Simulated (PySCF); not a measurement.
## Working out the ionisation energy of F

F [He] 2s2 2p5 (2P) → F⁺ [He] 2s2 2p4 (3P). Computed with PySCF 2.14 in x2c-TZVPPall with one added diffuse shell each of s, p, d type (6s4p3d1f, 40 functions), with scalar relativity by spin-free X2C-1e. Frozen: nothing. Energies in hartree (1 hartree = 27.21139 eV):

| part | F (lower) | F⁺ (upper) |
| --- | --- | --- |
| UHF | -99.499168 | -98.924228 |
| MP2 opposite-spin | -0.167951 | -0.123737 |
| MP2 same-spin | -0.050640 | -0.036127 |

Problem. What does Hartree-Fock give?

Solution. (-98.924228) − (-99.499168) = 0.574940 hartree = 15.645 eV.

Problem. What do MP2 and SCS-MP2 (6/5 opposite-spin, 1/3 same-spin) give?

Solution. The opposite-spin parts differ by 1.203 eV and the same-spin parts by 0.395 eV. MP2: 15.645 + (1.203) + (0.395) = 17.243 eV. SCS-MP2: 15.645 + 1.2 × (1.203) + (0.395)/3 = 17.220 eV.

Measured between the centres of the two terms (NIST): 17.427 eV, so MP2 (valence and next inner shell) is off by -0.184 eV.

What remains against the reference includes basis incompleteness and correlation beyond second order.
